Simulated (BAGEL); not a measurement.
**A workflow on CH6BN (SMILES CBN)**

We compute the energy (HF/6-31G*), then a single-point energy (NEVPT2(2,2)/6-31G*), then the energy (CASPT2(2,2)/6-31G*) of CH6BN. 

The calculation is run with BAGEL 1.2.2.

**1. The structure to begin with**

The species is CH6BN (9 atoms), meant as a singlet with charge 0. As SMILES, `CBN`. The B2–N3 distance was set to 1.879 Å, away from the relaxed value.

Bond lengths: C1–B2 1.568 Å, C1–H4 1.096 Å, C1–H5 1.095 Å, C1–H6 1.094 Å, B2–H7 1.202 Å, N3–H8 1.005 Å, N3–H9 1.007 Å. Angles: C1–B2–H7 121.0°, B2–C1–H4 110.3°, B2–C1–H5 110.4°, B2–C1–H6 114.3°, H4–C1–H5 105.5°, H4–C1–H6 108.0°, H5–C1–H6 108.0°, H8–N3–H9 113.7°. A long bond or contact: B2–N3 1.879 Å.

**2. The energy at HF/6-31G(d) (density fitting with svp-jkfit, spherical functions) (run 1)**

File hf.json:

```json
{ "bagel": [

{
  "title": "molecule",
  "basis": "6-31gs.json",
  "df_basis": "svp-jkfit",
  "angstrom": true,
  "geometry": [
    { "atom": "C", "xyz": [      -0.711985,       0.953646,      -1.033672 ] },
    { "atom": "B", "xyz": [       0.412715,      -0.086954,      -0.699572 ] },
    { "atom": "N", "xyz": [       0.592800,      -0.842800,       1.010700 ] },
    { "atom": "H", "xyz": [      -1.338585,       0.586746,      -1.853972 ] },
    { "atom": "H", "xyz": [      -0.271285,       1.888146,      -1.397672 ] },
    { "atom": "H", "xyz": [      -1.366585,       1.194846,      -0.191072 ] },
    { "atom": "H", "xyz": [       1.202115,      -0.436854,      -1.536172 ] },
    { "atom": "H", "xyz": [       1.306200,      -1.511000,       1.244900 ] },
    { "atom": "H", "xyz": [      -0.016800,      -0.616400,       1.779200 ] }
  ]
},

{ "title": "hf" },

{ "title": "print", "file": "orbitals.molden", "orbitals": true }

]}
```

The basis set 6-31G* is read from a file made from the Basis Set Exchange's data (not shown).

The run is started by

```
$ BAGEL_NUM_THREADS=1 BAGEL hf.json > hf.out
```

What it wrote:

```text
* using 1 threads per process

  ===============================================================
  ===============================================================

  *** Geometry ***

  { "atom" : "C", "xyz" : [     -1.345457,      1.802130,     -1.953357 ] },
  { "atom" : "B", "xyz" : [      0.779918,     -0.164319,     -1.321999 ] },
  { "atom" : "N", "xyz" : [      1.120230,     -1.592661,      1.909946 ] },
[... 5 lines of this table left out ...]
  { "atom" : "H", "xyz" : [     -0.031747,     -1.164827,      3.362201 ] },

  Number of auxiliary basis functions:      335

  Since a DF basis is specified, we compute 2- and 3-index integrals:
    o Being stored without compression. Storage requirement is 0.008 GB

  Number of basis functions:       54
  Number of electrons      :       24

    * METHOD: MOLECULE                             0.08

  *** RHF ***

  === Nuclear Repulsion ===
    61.8020669969

      * DIIS with orbital gradients will be used.

  === RHF iteration (6-31gs.json) ===
      0       -120.24642550          0.02909268           0.01
      1       -120.37839697          0.01776625           0.01
      2       -120.44508103          0.00283373           0.01
[... 10 lines of this table left out ...]
     13       -120.44752571          0.00000000           0.01
    * SCF iteration converged.

    * Permanent dipole moment:
           (    0.170301,    -0.216526,     0.217506) a.u.

    * METHOD: HF                                   0.20

    * METHOD: PRINT                                0.01

  ===============================================================
```

Wall time 0.4 s (1 thread of Arm Neoverse V2, shared host); peak memory 0.15 GiB.

**3. The energy at NEVPT2(2,2)/6-31G(d) (density fitting with svp-jkfit, spherical functions) (run 2)**

File input.json:

```json
{ "bagel" : [

{
  "title" : "molecule",
  "basis" : "6-31gs.json",
  "df_basis" : "svp-jkfit",
  "angstrom" : "true",
  "geometry" : [
    { "atom" : "C", "xyz" : [   -0.711985,    0.953646,   -1.033672 ] },
    { "atom" : "B", "xyz" : [    0.412715,   -0.086954,   -0.699572 ] },
    { "atom" : "N", "xyz" : [    0.592800,   -0.842800,    1.010700 ] },
    { "atom" : "H", "xyz" : [   -1.338585,    0.586746,   -1.853972 ] },
    { "atom" : "H", "xyz" : [   -0.271285,    1.888146,   -1.397672 ] },
    { "atom" : "H", "xyz" : [   -1.366585,    1.194846,   -0.191072 ] },
    { "atom" : "H", "xyz" : [    1.202115,   -0.436854,   -1.536172 ] },
    { "atom" : "H", "xyz" : [    1.306200,   -1.511000,    1.244900 ] },
    { "atom" : "H", "xyz" : [   -0.016800,   -0.616400,    1.779200 ] }
  ]
},
{
  "title" : "hf"
},
{
  "title" : "nevpt2",
  "nstate" : 1,
  "nact" : 2,
  "nclosed" : 11,
  "active" : [11, 14],
  "maxiter" : 200,
  "natocc" : "true",
  "ncore" : 3
},
{
  "title" : "print",
  "file" : "orbitals.molden",
  "orbitals" : "true"
}

]}
```

The basis set 6-31G* is read from a file made from the Basis Set Exchange's data (not shown).

The run is started by

```
$ BAGEL_NUM_THREADS=1 BAGEL input.json > input.out
```

What it wrote:

```text
* using 1 threads per process

  ===============================================================
  ===============================================================

  *** Geometry ***

  { "atom" : "C", "xyz" : [     -1.345457,      1.802130,     -1.953357 ] },
  { "atom" : "B", "xyz" : [      0.779918,     -0.164319,     -1.321999 ] },
  { "atom" : "N", "xyz" : [      1.120230,     -1.592661,      1.909946 ] },
[... 5 lines of this table left out ...]
  { "atom" : "H", "xyz" : [     -0.031747,     -1.164827,      3.362201 ] },

[... 23 lines left out ...]
    * SCF iteration converged.
[... 1 line left out ...]
    * Permanent dipole moment:
[... 28 lines left out ...]
    * Second-order optimization converged. *
[... 9 lines left out ...]
     * ci vector, state   0, <S^2> = 0.0000
       2.     0.9917250210
       .2    -0.1283802274

  === DF-NEVPT2 calculation ===

    * 3-index integral transformation done
    * assembly done

      NEVPT2 correlation energy:   -0.3498080947      0.05

          (+0)     -0.2680308025
          (+0)'    -0.0351268591
          (+1)     -0.0072309817
          (+1)'    -0.0000000000
          (+2)     -0.0003654285
          (-1)     -0.0337837667
          (-1)'     0.0000000000
          (-2)     -0.0052702563

      NEVPT2 total energy:       -120.8185329207

    * METHOD: NEVPT2                               1.04

    * METHOD: PRINT                                0.01

  ===============================================================
```

Wall time 1.4 s (1 thread of Arm Neoverse V2, shared host); peak memory 0.15 GiB.

**4. A single-point energy at CASPT2(2,2)/6-31G(d) (density fitting with svp-jkfit, spherical functions) (run 3)**

File calc.json:

```json
{ "bagel": [

{
  "title": "molecule",
  "basis": "6-31gs.json",
  "df_basis": "svp-jkfit",
  "angstrom": true,
  "geometry": [
    { "atom": "C", "xyz": [   -0.711985,    0.953646,   -1.033672 ] },
    { "atom": "B", "xyz": [    0.412715,   -0.086954,   -0.699572 ] },
    { "atom": "N", "xyz": [    0.592800,   -0.842800,    1.010700 ] },
    { "atom": "H", "xyz": [   -1.338585,    0.586746,   -1.853972 ] },
    { "atom": "H", "xyz": [   -0.271285,    1.888146,   -1.397672 ] },
    { "atom": "H", "xyz": [   -1.366585,    1.194846,   -0.191072 ] },
    { "atom": "H", "xyz": [    1.202115,   -0.436854,   -1.536172 ] },
    { "atom": "H", "xyz": [    1.306200,   -1.511000,    1.244900 ] },
    { "atom": "H", "xyz": [   -0.016800,   -0.616400,    1.779200 ] }
  ]
},
{ "title": "hf", "charge": 0 },
{ "title": "casscf", "nstate": 1, "nact": 2, "nclosed": 11, "charge": 0, "active": [11, 14], "maxiter": 200, "natocc": true },
{ "title": "print", "file": "orbitals.molden", "orbitals": true },
{ "title": "smith", "method": "caspt2", "ms": true, "xms": true, "sssr": true, "shift": 0.2, "shift_imag": true, "ncore": 3 }

]}
```

The basis set 6-31G* is read from a file made from the Basis Set Exchange's data (not shown).

The run is started by

```
$ BAGEL_NUM_THREADS=1 BAGEL calc.json > calc.out
```

What it wrote:

```text
* using 1 threads per process

  ===============================================================
  ===============================================================

  *** Geometry ***

  { "atom" : "C", "xyz" : [     -1.345457,      1.802130,     -1.953357 ] },
  { "atom" : "B", "xyz" : [      0.779918,     -0.164319,     -1.321999 ] },
  { "atom" : "N", "xyz" : [      1.120230,     -1.592661,      1.909946 ] },
[... 5 lines of this table left out ...]
  { "atom" : "H", "xyz" : [     -0.031747,     -1.164827,      3.362201 ] },

[... 25 lines left out ...]
    * Permanent dipole moment:
[... 37 lines left out ...]
     * ci vector, state   0, <S^2> = 0.0000
[... 21 lines left out ...]
       #      aibj      arbs      arbi      airj      risj      airs      arst      rist         Etot      error   time
[... 9 lines left out ...]
      ------------------------------------------------------------------------------------------------------------------

    * CASPT2 energy : state  0     -120.8195821563
        w/o shift correction       -120.8177309839
        reference weight              0.8932673015

    * METHOD: SMITH                                0.16

  ===============================================================
```

Run time: 1.6 s. Hardware: 1 thread of Arm Neoverse V2, shared host; peak memory 0.15 GiB.

**5. What came out**

| quantity | value |
| --- | --- |
| run 1, HF/6-31G*: total energy | -120.44753 Eh |
| run 1, HF/6-31G*: dipole moment | 0.89 D |
| run 1, HF/6-31G*: HOMO energy | -9.59 eV |
| run 1, HF/6-31G*: LUMO energy | 3.46 eV |
| run 1, HF/6-31G*: HOMO–LUMO gap | 13.05 eV |
| run 2, NEVPT2(2,2)/6-31G*: total energy | -120.81853 Eh |
| run 3, CASPT2(2,2)/6-31G*: total energy | -120.81958 Eh |
